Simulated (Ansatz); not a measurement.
# Al2P (quartet): from Hartree-Fock to the top rungs, def2-TZVPP

One table from this session's results is given with a row withheld; the runs are named, their logs left out.

The runs use Ansatz 0.2.0, Gaussian basis; def2-TZVPP, core rule «outside noble gas», up to 15 orbitals frozen.

To be run: UHF; ROHF; CCSD(T) on UHF.

## The geometry

The geometry is a PBE0/def2-TZVP stationary point (not a proven minimum).

3 atoms, charge 0, spin multiplicity 4.

Atoms are counted from 1 here; the program's logs count them from 0.

Bond lengths: Al1–P2 2.259 Å, Al1–Al3 2.665 Å, P2–Al3 2.259 Å. Angles: P2–Al1–Al3 53.9°, Al1–P2–Al3 72.3°, Al1–Al3–P2 53.9°.

Set-up of the first run:

in.yaml reads:

```yaml
crystal:
  periodic: [false, false, false]
  atoms:
    - {symbol: Al, position_ang: [0.000000, -0.665301, -1.332700]}
    - {symbol: P, position_ang: [0.000000, 1.159099, 0.000000]}
    - {symbol: Al, position_ang: [0.000000, -0.665301, 1.332700]}
basis:
  gaussian: {orbitals: def2-TZVPP}
magnetization: {spin_polarized: true, initial_magnetization: 3}
hamiltonian: {xc: hf}
output: {orbitals: {seedname: orbitals}}
```

On the command line:

```console
$ ansatz run in.yaml --threads 1 --pin off --events-out ev --progress --plain --max-ram 4096MiB --backend cpu
```

Steps of the session up to this table: UHF; ROHF; CCSD(T) on UHF.

One table of the session follows, with a row left open; its other results are not shown here.

| method | from UCCSD(T) (kJ/mol) |
| --- | --- |
| ROHF | +762.7 |
| UHF | +740.7 |
| UMP2 | ? |
| UCCSD | +54.5 |
| UCCSD(T) | 0 |

**Question.** Estimate the row for UMP2.

**Answer.** from UCCSD(T) (kJ/mol): +113.5. In the column «from UCCSD(T) (kJ/mol)» it lies between UCCSD (+54.5) and UHF (+740.7).

With the free atoms at the same levels and basis (separate runs), the atomisation energy is 4.284 eV at UCCSD(T), 2.280 eV at ROHF.
